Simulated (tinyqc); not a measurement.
UHF in the sto-6g basis, for LiH, spin multiplicity 3, step by step (part 1 of 3). This run ends on a higher stationary point, not on the lowest solution. Computed by tinyqc, a small Python program that keeps every step (integrals from PySCF). Settings: charge = 0, multiplicity = 3, basis = sto-6g, energy threshold = 1e-09, iteration cap = 71, orthogonalisation = canonical, start = Wolfsberg-Helmholz matrix, DIIS depth = 6, shift = 0.5, method = UHF. Command: `OMP_NUM_THREADS=1 python tinyqc.py 25704 25705 out.jsonl` (the two numbers bound the seeds that draw the settings). One thread of a shared host (Intel(R) Xeon(R) Processor @ 2.60GHz), about 0.1 s of CPU time with the checks. Later iterations appear only in the table of the cycle.

## One-electron integrals

Geometry (angstrom):
```
atom         x         y         z
Li    0.000000  0.000000  0.000000
H     0.000000  0.000000  2.388000
```

Basis sto-6g: exponents (1/bohr^2) and contraction coefficients of normalised primitives:
```
element  l (shell)    exponent  coefficient
Li           s (1)  167.175846     0.009164
Li           s (1)   30.651508     0.049361
Li           s (1)    8.575187     0.168538
Li           s (1)    2.945808     0.370563
Li           s (1)    1.143944     0.416492
Li           s (1)    0.471139     0.130334
Li           s (2)    6.597564    -0.013253
Li           s (2)    1.305830    -0.046992
Li           s (2)    0.405851    -0.033785
Li           s (2)    0.156146     0.250242
Li           s (2)    0.067814     0.595117
Li           s (2)    0.031084     0.240706
Li           p (3)    6.597564     0.003760
Li           p (3)    1.305830     0.037679
Li           p (3)    0.405851     0.173897
Li           p (3)    0.156146     0.418036
Li           p (3)    0.067814     0.425860
Li           p (3)    0.031084     0.101708
H            s (1)   35.523221     0.009164
H            s (1)    6.513144     0.049361
H            s (1)    1.822143     0.168538
H            s (1)    0.625955     0.370563
H            s (1)    0.243077     0.416492
H            s (1)    0.100112     0.130334
```

Overlap, kinetic and nuclear-attraction integrals over the contracted functions; the nuclear repulsion is the sum of Za Zb / Rab.

nuclear repulsion = 0.66479549 hartree

overlap S, order 1Li 1s, 1Li 2s, 1Li 2px, 1Li 2py, 1Li 2pz, 2H 1s:
$$\begin{pmatrix}
1.000000 & 0.235742 & 0.000000 & 0.000000 & 0.000000 & 0.012028 \\
0.235742 & 1.000000 & 0.000000 & 0.000000 & 0.000000 & 0.220693 \\
0.000000 & 0.000000 & 1.000000 & 0.000000 & 0.000000 & 0.000000 \\
0.000000 & 0.000000 & 0.000000 & 1.000000 & 0.000000 & 0.000000 \\
0.000000 & 0.000000 & 0.000000 & 0.000000 & 1.000000 & 0.323342 \\
0.012028 & 0.220693 & 0.000000 & 0.000000 & 0.323342 & 1.000000
\end{pmatrix}$$

kinetic energy T (hartree), order 1Li 1s, 1Li 2s, 1Li 2px, 1Li 2py, 1Li 2pz, 2H 1s:
$$\begin{pmatrix}
3.616742 & -0.110723 & 0.000000 & 0.000000 & 0.000000 & -0.005283 \\
-0.110723 & 0.106524 & 0.000000 & 0.000000 & 0.000000 & 0.006829 \\
0.000000 & 0.000000 & 0.320007 & 0.000000 & 0.000000 & 0.000000 \\
0.000000 & 0.000000 & 0.000000 & 0.320007 & 0.000000 & 0.000000 \\
0.000000 & 0.000000 & 0.000000 & 0.000000 & 0.320007 & 0.034114 \\
-0.005283 & 0.006829 & 0.000000 & 0.000000 & 0.034114 & 0.768522
\end{pmatrix}$$

nuclear attraction V (hartree), order 1Li 1s, 1Li 2s, 1Li 2px, 1Li 2py, 1Li 2pz, 2H 1s:
$$\begin{pmatrix}
-8.288743 & -0.880602 & 0.000000 & 0.000000 & -0.007642 & -0.046144 \\
-0.880602 & -1.415947 & 0.000000 & 0.000000 & -0.078312 & -0.327913 \\
0.000000 & 0.000000 & -1.396857 & 0.000000 & 0.000000 & 0.000000 \\
0.000000 & 0.000000 & 0.000000 & -1.396857 & 0.000000 & 0.000000 \\
-0.007642 & -0.078312 & 0.000000 & 0.000000 & -1.453975 & -0.485908 \\
-0.046144 & -0.327913 & 0.000000 & 0.000000 & -0.485908 & -1.904296
\end{pmatrix}$$

core Hamiltonian H = T + V (hartree), order 1Li 1s, 1Li 2s, 1Li 2px, 1Li 2py, 1Li 2pz, 2H 1s:
$$\begin{pmatrix}
-4.672000 & -0.991325 & 0.000000 & 0.000000 & -0.007642 & -0.051427 \\
-0.991325 & -1.309423 & 0.000000 & 0.000000 & -0.078312 & -0.321084 \\
0.000000 & 0.000000 & -1.076850 & 0.000000 & 0.000000 & 0.000000 \\
0.000000 & 0.000000 & 0.000000 & -1.076850 & 0.000000 & 0.000000 \\
-0.007642 & -0.078312 & 0.000000 & 0.000000 & -1.133968 & -0.451794 \\
-0.051427 & -0.321084 & 0.000000 & 0.000000 & -0.451794 & -1.135773
\end{pmatrix}$$

## Two-electron integrals

Functions are numbered as in S; the eight-fold symmetry (ij|kl) = (ji|kl) = (kl|ij) leaves the list below.

Two-electron integrals (ij|kl) in chemists' order, unique and non-zero (hartree):
```
(11|11) 1.681247   (21|11) 0.242603   (21|21) 0.044507   (22|11) 0.397190
(22|21) 0.090279   (22|22) 0.290625   (31|31) 0.009437   (32|31) 0.014261
(32|32) 0.064236   (33|11) 0.397190   (33|21) 0.090279   (33|22) 0.290625
(33|33) 0.313125   (41|41) 0.009437   (42|41) 0.014261   (42|42) 0.064236
(43|43) 0.016875   (44|11) 0.397190   (44|21) 0.090279   (44|22) 0.290625
(44|33) 0.279374   (44|44) 0.313125   (51|51) 0.009437   (52|51) 0.014261
(52|52) 0.064236   (53|53) 0.016875   (54|54) 0.016875   (55|11) 0.397190
(55|21) 0.090279   (55|22) 0.290625   (55|33) 0.279374   (55|44) 0.279374
(55|55) 0.313125   (61|11) 0.011948   (61|21) 0.002167   (61|22) 0.004524
(61|33) 0.004457   (61|44) 0.004457   (61|51) 0.000292   (61|52) 0.000625
(61|55) 0.004657   (61|61) 0.000117   (62|11) 0.061709   (62|21) 0.014390
(62|22) 0.053832   (62|33) 0.050697   (62|44) 0.050697   (62|51) 0.002236
(62|52) 0.016798   (62|55) 0.060100   (62|61) 0.000873   (62|62) 0.021480
(63|31) 0.000794   (63|32) 0.004494   (63|53) 0.002061   (63|63) 0.000985
(64|41) 0.000794   (64|42) 0.004494   (64|54) 0.002061   (64|64) 0.000985
(65|11) 0.085925   (65|21) 0.020146   (65|22) 0.077121   (65|33) 0.071895
(65|44) 0.071895   (65|51) 0.003488   (65|52) 0.026253   (65|55) 0.087572
(65|61) 0.001251   (65|62) 0.033022   (65|65) 0.051022   (66|11) 0.221569
(66|21) 0.052217   (66|22) 0.213460   (66|33) 0.196644   (66|44) 0.196644
(66|51) 0.007611   (66|52) 0.074218   (66|55) 0.247093   (66|61) 0.003211
(66|62) 0.115486   (66|65) 0.181885   (66|66) 0.774999
```

## Orthogonalisation

S = U s U^T; canonical form X = U s^(-1/2), so that X^T S X = 1. Each column of U has its largest component positive (the first on a tie).

eigenvalues of S: [0.585004, 0.813797, 1.000000, 1.000000, 1.177440, 1.423759]

X, order 1Li 1s, 1Li 2s, 1Li 2px, 1Li 2py, 1Li 2pz, 2H 1s:
$$\begin{pmatrix}
0.344008 & 0.731204 & 0.000000 & 0.000000 & 0.588059 & 0.249306 \\
-0.649113 & -0.561885 & 0.000000 & 0.000000 & 0.455968 & 0.420529 \\
0.000000 & 0.000000 & 0.435065 & 0.900399 & 0.000000 & 0.000000 \\
0.000000 & 0.000000 & 0.900399 & -0.435065 & 0.000000 & 0.000000 \\
-0.664721 & 0.533094 & 0.000000 & 0.000000 & -0.476623 & 0.412927 \\
0.853139 & -0.306993 & 0.000000 & 0.000000 & -0.261555 & 0.541165
\end{pmatrix}$$

Within a degenerate level the vectors are fixed only up to a rotation; this is one choice.

## Starting guess

The start is the generalised Wolfsberg-Helmholz matrix (K = 1.75) built on H; D(s) = C_occ C_occ^T for each spin.

D(alpha) at the start, order 1Li 1s, 1Li 2s, 1Li 2px, 1Li 2py, 1Li 2pz, 2H 1s:
$$\begin{pmatrix}
0.988713 & 0.011058 & 0.000000 & 0.000000 & -0.045171 & -0.061712 \\
0.011058 & 0.093835 & 0.000000 & 0.000000 & 0.153170 & 0.186360 \\
0.000000 & 0.000000 & 0.005480 & 0.073826 & 0.000000 & 0.000000 \\
0.000000 & 0.000000 & 0.073826 & 0.994520 & 0.000000 & 0.000000 \\
-0.045171 & 0.153170 & 0.000000 & 0.000000 & 0.254071 & 0.309558 \\
-0.061712 & 0.186360 & 0.000000 & 0.000000 & 0.309558 & 0.377208
\end{pmatrix}$$

D(beta) at the start, order 1Li 1s, 1Li 2s, 1Li 2px, 1Li 2py, 1Li 2pz, 2H 1s:
$$\begin{pmatrix}
0.980227 & 0.039042 & 0.000000 & 0.000000 & 0.001262 & -0.005137 \\
0.039042 & 0.001555 & 0.000000 & 0.000000 & 0.000050 & -0.000205 \\
0.000000 & 0.000000 & 0.000000 & 0.000000 & 0.000000 & 0.000000 \\
0.000000 & 0.000000 & 0.000000 & 0.000000 & 0.000000 & 0.000000 \\
0.001262 & 0.000050 & 0.000000 & 0.000000 & 0.000002 & -0.000007 \\
-0.005137 & -0.000205 & 0.000000 & 0.000000 & -0.000007 & 0.000027
\end{pmatrix}$$

## Iteration 1: building the Fock matrix

J_ij = sum D_kl (ij|kl) with D = D(alpha) + D(beta), K_ij = sum D_kl (ik|jl) for each spin; F = H + J - K(s); E = tr D H + tr D J / 2 - 0.5 sum_s tr D(s) K(s) + E_nn.

Coulomb J (hartree), order 1Li 1s, 1Li 2s, 1Li 2px, 1Li 2py, 1Li 2pz, 2H 1s:
$$\begin{pmatrix}
4.028734 & 0.641197 & 0.000000 & 0.000000 & 0.009365 & 0.032274 \\
0.641197 & 1.330983 & 0.000000 & 0.000000 & 0.068853 & 0.270886 \\
0.000000 & 0.000000 & 1.306324 & 0.002492 & 0.000000 & 0.000000 \\
0.000000 & 0.000000 & 0.002492 & 1.339704 & 0.000000 & 0.000000 \\
0.009365 & 0.068853 & 0.000000 & 0.000000 & 1.346925 & 0.392769 \\
0.032274 & 0.270886 & 0.000000 & 0.000000 & 0.392769 & 1.190877
\end{pmatrix}$$

exchange K(alpha) (hartree), order 1Li 1s, 1Li 2s, 1Li 2px, 1Li 2py, 1Li 2pz, 2H 1s:
$$\begin{pmatrix}
1.683205 & 0.271903 & 0.000000 & 0.000000 & -0.000812 & 0.015251 \\
0.271903 & 0.190620 & 0.000000 & 0.000000 & 0.104940 & 0.149280 \\
0.000000 & 0.000000 & 0.041684 & 0.021871 & 0.000000 & 0.000000 \\
0.000000 & 0.000000 & 0.021871 & 0.334686 & 0.000000 & 0.000000 \\
-0.000812 & 0.104940 & 0.000000 & 0.000000 & 0.194922 & 0.219396 \\
0.015251 & 0.149280 & 0.000000 & 0.000000 & 0.219396 & 0.473693
\end{pmatrix}$$

exchange K(beta) (hartree), order 1Li 1s, 1Li 2s, 1Li 2px, 1Li 2py, 1Li 2pz, 2H 1s:
$$\begin{pmatrix}
1.666892 & 0.254859 & 0.000000 & 0.000000 & 0.000071 & 0.013188 \\
0.254859 & 0.050959 & 0.000000 & 0.000000 & 0.000016 & 0.002659 \\
0.000000 & 0.000000 & 0.010454 & 0.000000 & 0.000000 & 0.000000 \\
0.000000 & 0.000000 & 0.000000 & 0.010454 & 0.000000 & 0.000000 \\
0.000071 & 0.000016 & 0.000000 & 0.000000 & 0.010418 & 0.000374 \\
0.013188 & 0.002659 & 0.000000 & 0.000000 & 0.000374 & 0.000161
\end{pmatrix}$$

F(alpha) (hartree), order 1Li 1s, 1Li 2s, 1Li 2px, 1Li 2py, 1Li 2pz, 2H 1s:
$$\begin{pmatrix}
-2.326471 & -0.622031 & 0.000000 & 0.000000 & 0.002535 & -0.034404 \\
-0.622031 & -0.169060 & 0.000000 & 0.000000 & -0.114399 & -0.199478 \\
0.000000 & 0.000000 & 0.187791 & -0.019379 & 0.000000 & 0.000000 \\
0.000000 & 0.000000 & -0.019379 & -0.071831 & 0.000000 & 0.000000 \\
0.002535 & -0.114399 & 0.000000 & 0.000000 & 0.018035 & -0.278422 \\
-0.034404 & -0.199478 & 0.000000 & 0.000000 & -0.278422 & -0.418589
\end{pmatrix}$$

F(beta) (hartree), order 1Li 1s, 1Li 2s, 1Li 2px, 1Li 2py, 1Li 2pz, 2H 1s:
$$\begin{pmatrix}
-2.310159 & -0.604987 & 0.000000 & 0.000000 & 0.001652 & -0.032341 \\
-0.604987 & -0.029399 & 0.000000 & 0.000000 & -0.009474 & -0.052857 \\
0.000000 & 0.000000 & 0.219021 & 0.002492 & 0.000000 & 0.000000 \\
0.000000 & 0.000000 & 0.002492 & 0.252401 & 0.000000 & 0.000000 \\
0.001652 & -0.009474 & 0.000000 & 0.000000 & 0.202539 & -0.059400 \\
-0.032341 & -0.052857 & 0.000000 & 0.000000 & -0.059400 & 0.054942
\end{pmatrix}$$

total energy of this density = -7.72411159 hartree

## Iteration 1: diagonalisation and new density

A level shift of 0.5 hartree raises the virtual space: F + shift (S - S D(s) S), with D(s) the density of one spin. Diagonalise F' = X^T F X, C = X C', fill 3 alpha and 1 beta electrons from the bottom; D(s) = C_occ C_occ^T. Each column has its largest component positive (the first on a tie).

F' = X^T F X (alpha) (hartree):
$$\begin{pmatrix}
0.534506 & -0.330866 & 0.000000 & 0.000000 & -0.313020 & -0.314414 \\
-0.330866 & -0.384568 & 0.000000 & 0.000000 & -1.272799 & -0.429870 \\
0.000000 & 0.000000 & 0.029551 & 0.260440 & 0.000000 & 0.000000 \\
0.000000 & 0.000000 & 0.260440 & 0.586409 & 0.000000 & 0.000000 \\
-0.313020 & -1.272799 & 0.000000 & 0.000000 & -0.980529 & -0.435056 \\
-0.314414 & -0.429870 & 0.000000 & 0.000000 & -0.435056 & -0.679286
\end{pmatrix}$$

orbital energies (alpha) (hartree): MO1 -2.328939, MO2 -0.459160, MO3 -0.073270, MO4 0.586556, MO5 0.689230, MO6 0.691666

coefficients C (alpha), order 1Li 1s, 1Li 2s, 1Li 2px, 1Li 2py, 1Li 2pz, 2H 1s:
$$\begin{pmatrix}
0.991263 & -0.082474 & 0.000000 & -0.267401 & 0.000000 & -0.007792 \\
0.034863 & 0.260775 & 0.000000 & 1.023430 & 0.000000 & 0.072004 \\
0.000000 & 0.000000 & 0.074029 & 0.000000 & 0.997256 & 0.000000 \\
0.000000 & 0.000000 & 0.997256 & 0.000000 & -0.074029 & 0.000000 \\
0.001097 & 0.361961 & 0.000000 & -0.075918 & 0.000000 & 0.993449 \\
-0.003035 & 0.739888 & 0.000000 & -0.406897 & 0.000000 & -0.685822
\end{pmatrix}$$

F' = X^T F X (beta) (hartree):
$$\begin{pmatrix}
0.695479 & -0.367652 & 0.000000 & 0.000000 & -0.364793 & -0.251332 \\
-0.367652 & -0.326021 & 0.000000 & 0.000000 & -1.231030 & -0.582754 \\
0.000000 & 0.000000 & 0.748035 & -0.011528 & 0.000000 & 0.000000 \\
0.000000 & 0.000000 & -0.011528 & 0.723387 & 0.000000 & 0.000000 \\
-0.364793 & -1.231030 & 0.000000 & 0.000000 & -0.819059 & -0.735233 \\
-0.251332 & -0.582754 & 0.000000 & 0.000000 & -0.735233 & 0.143593
\end{pmatrix}$$

orbital energies (beta) (hartree): MO1 -2.311702, MO2 0.512444, MO3 0.662885, MO4 0.718836, MO5 0.752586, MO6 0.830364

coefficients C (beta), order 1Li 1s, 1Li 2s, 1Li 2px, 1Li 2py, 1Li 2pz, 2H 1s:
$$\begin{pmatrix}
0.992848 & -0.097483 & -0.236656 & 0.000000 & 0.000000 & -0.098548 \\
0.028920 & 0.329177 & 0.914403 & 0.000000 & 0.000000 & 0.420103 \\
0.000000 & 0.000000 & 0.000000 & 0.997256 & 0.074029 & 0.000000 \\
0.000000 & 0.000000 & 0.000000 & -0.074029 & 0.997256 & 0.000000 \\
0.000502 & 0.271515 & -0.428804 & 0.000000 & 0.000000 & 0.930659 \\
-0.003626 & 0.762099 & -0.232507 & 0.000000 & 0.000000 & -0.740604
\end{pmatrix}$$

D(alpha) after iteration 1, order 1Li 1s, 1Li 2s, 1Li 2px, 1Li 2py, 1Li 2pz, 2H 1s:
$$\begin{pmatrix}
0.989404 & 0.013051 & 0.000000 & 0.000000 & -0.028765 & -0.064030 \\
0.013051 & 0.069219 & 0.000000 & 0.000000 & 0.094429 & 0.192839 \\
0.000000 & 0.000000 & 0.005480 & 0.073826 & 0.000000 & 0.000000 \\
0.000000 & 0.000000 & 0.073826 & 0.994520 & 0.000000 & 0.000000 \\
-0.028765 & 0.094429 & 0.000000 & 0.000000 & 0.131017 & 0.267807 \\
-0.064030 & 0.192839 & 0.000000 & 0.000000 & 0.267807 & 0.547444
\end{pmatrix}$$

D(beta) after iteration 1, order 1Li 1s, 1Li 2s, 1Li 2px, 1Li 2py, 1Li 2pz, 2H 1s:
$$\begin{pmatrix}
0.985746 & 0.028713 & 0.000000 & 0.000000 & 0.000498 & -0.003600 \\
0.028713 & 0.000836 & 0.000000 & 0.000000 & 0.000015 & -0.000105 \\
0.000000 & 0.000000 & 0.000000 & 0.000000 & 0.000000 & 0.000000 \\
0.000000 & 0.000000 & 0.000000 & 0.000000 & 0.000000 & 0.000000 \\
0.000498 & 0.000015 & 0.000000 & 0.000000 & 0.000000 & -0.000002 \\
-0.003600 & -0.000105 & 0.000000 & 0.000000 & -0.000002 & 0.000013
\end{pmatrix}$$

## Iteration 2: building the Fock matrix

As before.

Coulomb J (hartree), order 1Li 1s, 1Li 2s, 1Li 2px, 1Li 2py, 1Li 2pz, 2H 1s:
$$\begin{pmatrix}
4.007526 & 0.635957 & 0.000000 & 0.000000 & 0.009017 & 0.032014 \\
0.635957 & 1.319417 & 0.000000 & 0.000000 & 0.072410 & 0.277548 \\
0.000000 & 0.000000 & 1.293675 & 0.002492 & 0.000000 & 0.000000 \\
0.000000 & 0.000000 & 0.002492 & 1.327055 & 0.000000 & 0.000000 \\
0.009017 & 0.072410 & 0.000000 & 0.000000 & 1.337525 & 0.404393 \\
0.032014 & 0.277548 & 0.000000 & 0.000000 & 0.404393 & 1.265332
\end{pmatrix}$$

exchange K(alpha) (hartree), order 1Li 1s, 1Li 2s, 1Li 2px, 1Li 2py, 1Li 2pz, 2H 1s:
$$\begin{pmatrix}
1.683045 & 0.268977 & 0.000000 & 0.000000 & -0.000474 & 0.014710 \\
0.268977 & 0.178837 & 0.000000 & 0.000000 & 0.088383 & 0.156169 \\
0.000000 & 0.000000 & 0.038139 & 0.021871 & 0.000000 & 0.000000 \\
0.000000 & 0.000000 & 0.021871 & 0.331142 & 0.000000 & 0.000000 \\
-0.000474 & 0.088383 & 0.000000 & 0.000000 & 0.156571 & 0.222465 \\
0.014710 & 0.156169 & 0.000000 & 0.000000 & 0.222465 & 0.581277
\end{pmatrix}$$

exchange K(beta) (hartree), order 1Li 1s, 1Li 2s, 1Li 2px, 1Li 2py, 1Li 2pz, 2H 1s:
$$\begin{pmatrix}
1.671166 & 0.251671 & 0.000000 & 0.000000 & -0.000108 & 0.012863 \\
0.251671 & 0.049186 & 0.000000 & 0.000000 & -0.000033 & 0.002522 \\
0.000000 & 0.000000 & 0.010168 & 0.000000 & 0.000000 & 0.000000 \\
0.000000 & 0.000000 & 0.000000 & 0.010168 & 0.000000 & 0.000000 \\
-0.000108 & -0.000033 & 0.000000 & 0.000000 & 0.010145 & 0.000348 \\
0.012863 & 0.002522 & 0.000000 & 0.000000 & 0.000348 & 0.000148
\end{pmatrix}$$

F(alpha) (hartree), order 1Li 1s, 1Li 2s, 1Li 2px, 1Li 2py, 1Li 2pz, 2H 1s:
$$\begin{pmatrix}
-2.347519 & -0.624345 & 0.000000 & 0.000000 & 0.001849 & -0.034123 \\
-0.624345 & -0.168844 & 0.000000 & 0.000000 & -0.094285 & -0.199705 \\
0.000000 & 0.000000 & 0.178686 & -0.019379 & 0.000000 & 0.000000 \\
0.000000 & 0.000000 & -0.019379 & -0.080936 & 0.000000 & 0.000000 \\
0.001849 & -0.094285 & 0.000000 & 0.000000 & 0.046986 & -0.269866 \\
-0.034123 & -0.199705 & 0.000000 & 0.000000 & -0.269866 & -0.451718
\end{pmatrix}$$

F(beta) (hartree), order 1Li 1s, 1Li 2s, 1Li 2px, 1Li 2py, 1Li 2pz, 2H 1s:
$$\begin{pmatrix}
-2.335640 & -0.607039 & 0.000000 & 0.000000 & 0.001483 & -0.032277 \\
-0.607039 & -0.039193 & 0.000000 & 0.000000 & -0.005869 & -0.046058 \\
0.000000 & 0.000000 & 0.206657 & 0.002492 & 0.000000 & 0.000000 \\
0.000000 & 0.000000 & 0.002492 & 0.240037 & 0.000000 & 0.000000 \\
0.001483 & -0.005869 & 0.000000 & 0.000000 & 0.193412 & -0.047749 \\
-0.032277 & -0.046058 & 0.000000 & 0.000000 & -0.047749 & 0.129411
\end{pmatrix}$$

total energy of this density = -7.76972693 hartree

## Iteration 2: DIIS over 2 matrices

error matrix X^T (FDS - SDF) X (alpha):
$$\begin{pmatrix}
0.000000 & 0.013863 & 0.000000 & 0.000000 & 0.035287 & -0.097453 \\
-0.013863 & 0.000000 & 0.000000 & 0.000000 & -0.023090 & 0.042761 \\
0.000000 & 0.000000 & 0.000000 & 0.000000 & 0.000000 & 0.000000 \\
0.000000 & 0.000000 & 0.000000 & 0.000000 & 0.000000 & 0.000000 \\
-0.035287 & 0.023090 & 0.000000 & 0.000000 & 0.000000 & -0.010612 \\
0.097453 & -0.042761 & 0.000000 & 0.000000 & 0.010612 & 0.000000
\end{pmatrix}$$

B (overlaps of the stored error matrices):
$$\begin{pmatrix}
6.2833434e-02 & 4.0919381e-02 \\
4.0919381e-02 & 2.6996564e-02
\end{pmatrix}$$

Minimise |sum c_i e_i|^2 with sum c_i = 1: solve [B -1; -1 0][c; lambda] = [0; -1] with B_ij = tr e_i^T e_j summed over both spins, and take F = sum c_i F_i.

DIIS coefficients: [-1.742261, 2.742261]

extrapolated F(alpha) (hartree), order 1Li 1s, 1Li 2s, 1Li 2px, 1Li 2py, 1Li 2pz, 2H 1s:
$$\begin{pmatrix}
-2.384189 & -0.628376 & 0.000000 & 0.000000 & 0.000654 & -0.033634 \\
-0.628376 & -0.168466 & 0.000000 & 0.000000 & -0.059242 & -0.200101 \\
0.000000 & 0.000000 & 0.162822 & -0.019379 & 0.000000 & 0.000000 \\
0.000000 & 0.000000 & -0.019379 & -0.096800 & 0.000000 & 0.000000 \\
0.000654 & -0.059242 & 0.000000 & 0.000000 & 0.097427 & -0.254960 \\
-0.033634 & -0.200101 & 0.000000 & 0.000000 & -0.254960 & -0.509438
\end{pmatrix}$$

extrapolated F(beta) (hartree), order 1Li 1s, 1Li 2s, 1Li 2px, 1Li 2py, 1Li 2pz, 2H 1s:
$$\begin{pmatrix}
-2.380035 & -0.610613 & 0.000000 & 0.000000 & 0.001190 & -0.032165 \\
-0.610613 & -0.056255 & 0.000000 & 0.000000 & 0.000413 & -0.034212 \\
0.000000 & 0.000000 & 0.185115 & 0.002492 & 0.000000 & 0.000000 \\
0.000000 & 0.000000 & 0.002492 & 0.218495 & 0.000000 & 0.000000 \\
0.001190 & 0.000413 & 0.000000 & 0.000000 & 0.177509 & -0.027451 \\
-0.032165 & -0.034212 & 0.000000 & 0.000000 & -0.027451 & 0.259154
\end{pmatrix}$$
